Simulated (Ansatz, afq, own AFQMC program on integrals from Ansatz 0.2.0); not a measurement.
# CH⁺, singlet in cc-pVTZ, levels against full CI

| atom | x (Å) | y (Å) | z (Å) |
| --- | --- | --- | --- |
| C | 0.0000 | 0.0000 | 0.0000 |
| H | 0.0000 | 0.0000 | 0.9000 |

Basis cc-pVTZ. Noble-gas cores (and the filled d shells of Ga–Kr and In–Xe) are frozen. Ansatz 0.2.0 and our own AFQMC program on the same integrals; the CISD trial comes from CCSD amplitudes, and released means the phaseless constraint is let go. ± is one standard error of the sampling.

Determinant: RHF, the one that the program's search chose, which needn't be the lowest solution. The geometry is a point of a scan.

Full CI on the same integrals is exact in this basis and with this determinant's frozen core.

Cautions: restricted determinant unstable towards unrestricted (UHF 318 meV lower, ⟨S²⟩ 0.54); the released energies are still falling, so no released level is given (meV from the phaseless value at times in 1/Eh: -1.7 ± 1.1 at 0.24, -3.1 ± 1.1 at 0.51, -3.6 ± 1.3 at 0.99, -5.1 ± 1.5 at 1.62, -9.8 ± 2.4 at 2.40).

```
T1 diagnostic                               : 0.0092
weight of the determinant in the CISD state : 0.926
size of the correlated space                : 4 electrons in 43 orbitals
```

```csv
level,correlation energy (eV)
MP2,-2.2457
CCSD,-3.0149
CCSD(T),-3.0689
```

Problem. Estimate where full CI lies against CCSD(T) on the same integrals.

Solution. 13.6 meV below CCSD(T).

Reference: full CI, correlation energy -3.082 eV.

```
        level  E − E(reference) (meV)  share of correlation (%)
      CCSD(T)                    13.6                     99.56
        CCSDT                     2.9                     99.90
     CCSDT(Q)                     0.8                     99.97
ph-AFQMC/CISD               4.5 ± 0.9                     99.85
```

CCSDT and higher add their correlation energy to the determinant of the CCSD(T) run, since their own runs factorise the integrals more tightly (a shift of under 2 meV). A walk keeps the symmetry of its determinant, which the program's search chose and which needn't be the lowest solution, so a lower state of the same spin and another symmetry isn't excluded.
